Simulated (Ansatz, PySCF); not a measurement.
**How the cohesive energy of zinc-blende AlN (metastable phase) moves with the method**

No measured value is used here.

| level (code) | value (eV/atom) | cell (Å³/atom) |
|---|---|---|
| PBE (PySCF) | 5.73 ± 0.04 | 10.69 |
| PBE-D4 (Ansatz) | 6.01 | 10.43 |
| Hartree–Fock (PySCF) | 3.95 ± 0.08 | 10.36 |
| MP2 (PySCF) | (withheld) | 10.56 |
| CCSD (PySCF) | 5.77 ± 0.2 | 10.45 |

Task: Fill in the missing entries.

Result: 
- MP2 (PySCF), value (eV/atom): 6.20 ± 0.2

Free atoms are spin-polarised, in the lowest state found; at levels without +SOC their spin–orbit coupling is left out.  A ± on a computed value is a rough bar: the spread of its extrapolation, a floor set from checks against published values, or a statistical error. Each level is taken at its own relaxed cell. Ansatz's density-functional and Hartree–Fock values are scalar-relativistic unless marked +SOC, with PAW data made under PBE.

Ansatz is an electronic-structure program.
